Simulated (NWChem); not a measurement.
# One shape, several levels: C2F3N (cyanotrifluoromethane)

Aim: a comparison of 5 runs (HF/STO-3G, HF/3-21G, B2PLYP/cc-pVDZ, B3LYP/6-31G*) of C2F3N (cyanotrifluoromethane). 

Program for the calculation: NWChem 7.3.0.

3 further runs of the same task are left out: 3 that didn't finish.

**1. The system as given**

C2F3N has 6 atoms, charge 0, and is taken as a singlet. As SMILES, `N#CC(F)(F)F`. The shape is that of a PBE0-D4/def2-TZVP optimisation.

Bond lengths: N1–C2 1.146 Å, C2–C3 1.481 Å, C3–F4 1.326 Å, C3–F5 1.326 Å, C3–F6 1.326 Å. Angles: N1–C2–C3 180.0°, C2–C3–F4 110.1°, C2–C3–F5 110.1°, C2–C3–F6 110.1°, F4–C3–F5 108.8°, F4–C3–F6 108.8°, F5–C3–F6 108.8°.

**2. Energy and gradient at HF/STO-3G (run 1)**

File run.py:

```python
from ase import Atoms
from ase.calculators.nwchem import NWChem

molecule = Atoms('NCCFFF', positions=[
    [1.022100, -1.705100, 0.893500],
    [0.486200, -0.810600, 0.417800],
    [-0.206400, 0.345600, -0.197200],
    [-1.316000, -0.055800, -0.802300],
    [0.581500, 0.927000, -1.091500],
    [-0.525200, 1.234800, 0.733600],
])

calc = NWChem(
    label='c2f3n',
    theory='scf',
    memory='2200 mb',
    basis='STO-3G',
    basispar='spherical bse',
    scf={'nopen': '0', 'rhf': None, 'thresh': '1e-08', 'maxiter': '80'},
)
molecule.calc = calc

forces = molecule.get_forces()
e = molecule.get_potential_energy()
print(f"E = {e:.6f} eV")
print("forces (eV/A):")
for s, f in zip(molecule.symbols, forces):
    print(f"{s:2s} {f[0]:10.5f} {f[1]:10.5f} {f[2]:10.5f}")
print("dipole (e A):", molecule.get_dipole_moment().round(4))
```

Command:

```
$ export ASE_NWCHEM_COMMAND="nwchem PREFIX.nwi > PREFIX.nwo"
$ python run.py
```

The log of the run:

```text
E = -11500.242906 eV
forces (eV/A):
N     0.73868   -1.23315    0.65604
C     0.44166   -0.73693    0.39148
C     0.37620   -0.62462    0.33651
F    -2.71498   -0.99116   -1.47941
F     1.93357    1.41683   -2.18559
F    -0.77514    2.16903    2.28093
dipole (e A): [-0.1371  0.2289 -0.1218]
```

The calculator wrote c2f3n.nwi:

```
title "c2f3n"

permanent_dir c2f3n

scratch_dir c2f3n

start c2f3n

geometry units angstrom nocenter noautosym noautoz
  N  1.0221000000000000e+00 -1.7051000000000001e+00 8.9349999999999996e-01
  C  4.8620000000000002e-01 -8.1059999999999999e-01 4.1780000000000000e-01
  C  -2.0640000000000000e-01 3.4560000000000002e-01 -1.9719999999999999e-01
  F  -1.3160000000000001e+00 -5.5800000000000002e-02 -8.0230000000000001e-01
  F  5.8150000000000002e-01 9.2700000000000005e-01 -1.0914999999999999e+00
  F  -5.2520000000000000e-01 1.2347999999999999e+00 7.3360000000000003e-01
end

memory 2200 mb

basis spherical bse noprint
   * library STO-3G
end

scf
  nopen 0
  rhf
  thresh 1e-08
  maxiter 80
end

task scf gradient
```

c2f3n.nwo:

```text
Northwest Computational Chemistry Package (NWChem) 7.3.0
             --------------------------------------------------------

           Job information
           ---------------

    nwchem branch   = 7.3.0
    use scalapack   = T
    input           = c2f3n.nwi
    prefix          = c2f3n.
    data base       = c2f3n/c2f3n.db
    status          = startup
    nproc           =        1

           Memory information
           ------------------

    heap     =     72089598 doubles =      550.0 Mbytes
    stack    =     72089595 doubles =      550.0 Mbytes
    global   =    144179200 doubles =     1100.0 Mbytes (distinct from heap & stack)
    total    =    288358393 doubles =     2200.0 Mbytes
    verify   = yes
    hardfail = no

[... 131 lines left out ...]
 Convergence threshold     :          1.000E-08
[... 13 lines left out ...]
       Final RHF  results
[... 3 lines left out ...]
      One-electron energy =  -1050.352465255352
[... 1 line left out ...]
 Nuclear repulsion energy =    232.270665651217
[... 38 lines left out ...]
                       ROHF Final Molecular Orbital Analysis
[... 218 lines left out ...]
                 ----------------------------------------
                 |  Time  |  1-e(secs)   |  2-e(secs)   |
                 ----------------------------------------
                 |  CPU   |       0.00   |       0.50   |
                 ----------------------------------------
                 |  WALL  |       0.00   |       0.50   |
                 ----------------------------------------

 Task  times  cpu:        4.1s     wall:        4.1s
 Total times  cpu:        4.2s     wall:        4.2s
```

Run time: 7.2 s. Hardware: 1 thread of Intel Xeon at 2.50GHz (Skylake/Cascade Lake), shared host; peak memory 0.098 GiB.

**3. Energy and forces at HF/3-21G (run 2)**

File run.py:

```python
from ase import Atoms
from ase.calculators.nwchem import NWChem

mol = Atoms(['N', 'C', 'C', 'F', 'F', 'F'], positions=[
    [1.022100, -1.705100, 0.893500],
    [0.486200, -0.810600, 0.417800],
    [-0.206400, 0.345600, -0.197200],
    [-1.316000, -0.055800, -0.802300],
    [0.581500, 0.927000, -1.091500],
    [-0.525200, 1.234800, 0.733600],
])

calc = NWChem(
    label='nw',
    theory='scf',
    memory='2200 mb',
    basis='3-21G',
    basispar='spherical bse',
    scf={'nopen': '0', 'rhf': None, 'thresh': '1e-08', 'maxiter': '80'},
)
mol.calc = calc

forces = mol.get_forces()
print(f"energy = {mol.get_potential_energy():.6f} eV")
print("forces (eV/A):")
for s, f in zip(mol.symbols, forces):
    print(f"{s:2s} {f[0]:10.5f} {f[1]:10.5f} {f[2]:10.5f}")
print("dipole (e A):", mol.get_dipole_moment().round(4))
```

Command:

```
$ export ASE_NWCHEM_COMMAND="nwchem PREFIX.nwi > PREFIX.nwo"
$ python run.py
```

The log of the run:

```text
energy = -11595.971176 eV
forces (eV/A):
N    -0.83443    1.39261   -0.74032
C     0.52255   -0.87166    0.46285
C     0.75349   -1.25583    0.67137
F    -0.68798   -0.21155   -0.38181
F     0.45565    0.38114   -0.55418
F    -0.20924    0.56528    0.54209
dipole (e A): [-0.0768  0.1282 -0.0682]
```

The calculator wrote nw.nwi:

```
title "nw"

permanent_dir nw

scratch_dir nw

start nw

geometry units angstrom nocenter noautosym noautoz
  N  1.0221000000000000e+00 -1.7051000000000001e+00 8.9349999999999996e-01
  C  4.8620000000000002e-01 -8.1059999999999999e-01 4.1780000000000000e-01
  C  -2.0640000000000000e-01 3.4560000000000002e-01 -1.9719999999999999e-01
  F  -1.3160000000000001e+00 -5.5800000000000002e-02 -8.0230000000000001e-01
  F  5.8150000000000002e-01 9.2700000000000005e-01 -1.0914999999999999e+00
  F  -5.2520000000000000e-01 1.2347999999999999e+00 7.3360000000000003e-01
end

memory 2200 mb

basis spherical bse noprint
   * library 3-21G
end

scf
  nopen 0
  rhf
  thresh 1e-08
  maxiter 80
end

task scf gradient
```

nw.nwo:

```text
Northwest Computational Chemistry Package (NWChem) 7.3.0
             --------------------------------------------------------

           Job information
           ---------------

    nwchem branch   = 7.3.0
    use scalapack   = T
    input           = nw.nwi
    prefix          = nw.
    data base       = nw/nw.db
    status          = startup
    nproc           =        1

           Memory information
           ------------------

    heap     =     72089598 doubles =      550.0 Mbytes
    stack    =     72089595 doubles =      550.0 Mbytes
    global   =    144179200 doubles =     1100.0 Mbytes (distinct from heap & stack)
    total    =    288358393 doubles =     2200.0 Mbytes
    verify   = yes
    hardfail = no

[... 131 lines left out ...]
 Convergence threshold     :          1.000E-08
[... 13 lines left out ...]
       Final RHF  results
[... 3 lines left out ...]
      One-electron energy =  -1050.423677120530
[... 1 line left out ...]
 Nuclear repulsion energy =    232.270665651217
[... 41 lines left out ...]
                       ROHF Final Molecular Orbital Analysis
[... 234 lines left out ...]
                 ----------------------------------------
                 |  Time  |  1-e(secs)   |  2-e(secs)   |
                 ----------------------------------------
                 |  CPU   |       0.01   |       0.74   |
                 ----------------------------------------
                 |  WALL  |       0.01   |       0.74   |
                 ----------------------------------------

 Task  times  cpu:        4.5s     wall:        4.5s
 Total times  cpu:        4.6s     wall:        4.6s
```

Run time: 8.5 s. Hardware: 1 thread of Intel Xeon at 2.50GHz (Skylake/Cascade Lake), shared host; peak memory 0.098 GiB.

**4. A single-point energy at B2PLYP/cc-pVDZ (run 3)**

File c2f3n.nw:

```
start c2f3n
title "C2F3N B2PLYP"
memory 2200 mb

geometry units angstroms noautosym nocenter noautoz
   N      1.022100    -1.705100     0.893500
   C      0.486200    -0.810600     0.417800
   C     -0.206400     0.345600    -0.197200
   F     -1.316000    -0.055800    -0.802300
   F      0.581500     0.927000    -1.091500
   F     -0.525200     1.234800     0.733600
end

basis spherical bse
   N library cc-pVDZ
   C library cc-pVDZ
   F library cc-pVDZ
end

dft
   xc hfexch 0.53 becke88 0.47 lyp 0.73 mp2 0.27
   dftmp2 semidirect
   grid xfine
   convergence energy 1e-08
   maxiter 100
   mulliken
end

mp2
   freeze core 6
end

task dft energy
```

Command:

```
$ nwchem c2f3n.nw > c2f3n.out
```

The log of the run:

```text
[...]
          Wavefunction type:  closed shell.
          No. of atoms     :     6
          No. of electrons :    46
[...]
          Charge           :     0
          Spin multiplicity:     1
[...]
          AO basis - number of functions:    84
[...]
              XC Information
              --------------
                     Hartree-Fock (Exact) Exchange  0.530
                    Becke 1988 Exchange Functional  0.470
              Lee-Yang-Parr Correlation Functional  0.730
[...]
 d= 0,ls=0.0,diis     1   -429.6027757888 -6.62D+02  1.83D-02  2.06D+00    13.9
[...]
 d= 0,ls=0.0,diis    11   -429.8330536288 -6.45D-10  1.09D-07  1.81D-10    98.3
         Total DFT energy =     -429.833053628826
      One electron energy =    -1054.392499100791
           Coulomb energy =      440.791948852073
    Exchange-Corr. energy =      -48.503169031326
 Nuclear repulsion energy =      232.270665651217
[...]
      Total Density - Mulliken Population Analysis
     ---------------------------------------------
    Atom       Charge   Shell Charges
 -----------   ------   -------------------------------------------------------
    1 N    7     7.08   2.01  0.84  0.79  2.17  1.23  0.05
    2 C    6     6.11   2.01  0.70  0.40  2.05  0.88  0.07
    3 C    6     5.29   2.01  0.73  0.01  1.86  0.34  0.35
    4 F    9     9.17   2.00  0.90  0.99  3.34  1.93  0.01
    5 F    9     9.17   2.00  0.90  0.99  3.34  1.93  0.01
    6 F    9     9.17   2.00  0.90  0.99  3.34  1.93  0.01
[...]
  Basis functions       =     84
[...]
```

Wall time 1.8 min (1 thread of Intel Xeon at 2.50GHz (Skylake/Cascade Lake), shared host); peak memory 0.25 GiB.

Run 4 isn't shown in full; the table further down has it.

**5. Energy and gradient at B3LYP/6-31G(d) (Cartesian functions) (run 5)**

File mymol.nw:

```
start mymol
title "C2F3N"
memory 2200 mb
charge 0
geometry noautosym nocenter noautoz
  N        1.022100      -1.705100       0.893500
  C        0.486200      -0.810600       0.417800
  C       -0.206400       0.345600      -0.197200
  F       -1.316000      -0.055800      -0.802300
  F        0.581500       0.927000      -1.091500
  F       -0.525200       1.234800       0.733600
end
basis
  * library 6-31G*
end
dft
  xc b3lyp
  grid fine
  convergence energy 1e-08
  iterations 100
  mulliken
end
task dft gradient
```

Command:

```
$ nwchem mymol.nw > mymol.out
```

The log of the run:

```text
[...]
          Wavefunction type:  closed shell.
          No. of atoms     :     6
          No. of electrons :    46
[...]
          Charge           :     0
          Spin multiplicity:     1
[...]
          AO basis - number of functions:    90
[...]
              XC Information
              --------------
                         B3LYP Method XC Potential
                     Hartree-Fock (Exact) Exchange  0.200
                        Slater Exchange Functional  0.800 local
                    Becke 1988 Exchange Functional  0.720 non-local
              Lee-Yang-Parr Correlation Functional  0.810
                  VWN I RPA Correlation Functional  0.190 local
[...]
 d= 0,ls=0.0,diis     1   -430.1770697331 -6.62D+02  2.79D-02  2.49D+00     5.0
[...]
 d= 0,ls=0.0,diis    11   -430.4457822824 -2.43D-10  1.91D-07  8.82D-10    36.7
         Total DFT energy =     -430.445782282419
      One electron energy =    -1054.837344040240
           Coulomb energy =      441.227610767739
    Exchange-Corr. energy =      -49.106714661136
 Nuclear repulsion energy =      232.270665651217
[...]
      Total Density - Mulliken Population Analysis
     ---------------------------------------------
    Atom       Charge   Shell Charges
 -----------   ------   -------------------------------------------------------
    1 N    7     7.43   1.99  0.86  2.25  1.15  1.21 -0.02
    2 C    6     5.76   1.99  0.73  2.04  0.34  0.67 -0.01
    3 C    6     5.11   1.99  0.73  1.85  0.03  0.38  0.13
    4 F    9     9.23   1.99  0.95  3.32  0.97  1.95  0.06
    5 F    9     9.23   1.99  0.95  3.32  0.97  1.95  0.06
    6 F    9     9.23   1.99  0.95  3.32  0.97  1.95  0.06
[...]
  wavefunction    = closed shell
                         DFT ENERGY GRADIENTS
    atom               coordinates                        gradient
                 x          y          z           x          y          z
   1 N       1.931489  -3.222172   1.688470   -0.013607   0.022715  -0.012082
   2 C       0.918785  -1.531812   0.789528    0.011993  -0.020025   0.010657
   3 C      -0.390039   0.653089  -0.372654   -0.003142   0.005220  -0.002825
   4 F      -2.486879  -0.105447  -1.516127    0.010479   0.004873   0.005539
   5 F       1.098876   1.751776  -2.062636   -0.008330  -0.004876   0.008373
   6 F      -0.992484   2.333434   1.386303    0.002607  -0.007907  -0.009662
[...]
```

It took 50 s on 1 thread of Intel Xeon at 2.50GHz (Skylake/Cascade Lake), shared host; peak memory 0.12 GiB.

**6. The series**

```tsv
run	level	task	iteration cap	energy (Eh)	dipole moment (D)	HOMO energy (eV)	LUMO energy (eV)	wall time
1	HF/STO-3G	gradient	80	-422.626135	1.41	-12.56	8.18	7.2 s
2	HF/3-21G	gradient	80	-426.144084	0.79	-14.68	3.86	8.5 s
3	B2PLYP/cc-pVDZ	energy	100	-430.147830	1.24	-12.21	1.16	1.8 min
4	B3LYP/6-31G* (spherical functions)	gradient	100	-430.440086	1.47	-10.48	-0.59	92 s
5	B3LYP/6-31G* (Cartesian functions)	gradient	100	-430.445782	1.48	-10.48	-0.60	50 s
```

**7. Summary of results**

| quantity | value |
| --- | --- |
| run 5: total energy | -430.44578 Eh |
| run 5: dipole moment | 1.48 D |
| run 5: HOMO energy | -10.48 eV |
| run 5: LUMO energy | -0.60 eV |
| run 5: HOMO–LUMO gap | 9.88 eV |
| run 5: largest force on an atom | 1.497 eV/Å |

What this shows: The dipole moment (its size) runs from 0.79 D (HF/3-21G) to 1.48 D (B3LYP/6-31G*). The two ends differ in method and basis. The HOMO–LUMO gap runs from 9.88 eV (B3LYP/6-31G*) to 20.74 eV (HF/STO-3G). Totals of different functionals can't be ranked against each other. In run 1 the basis is minimal, so the values are rough. All runs together took 4.5 min, the longest 1.8 min.
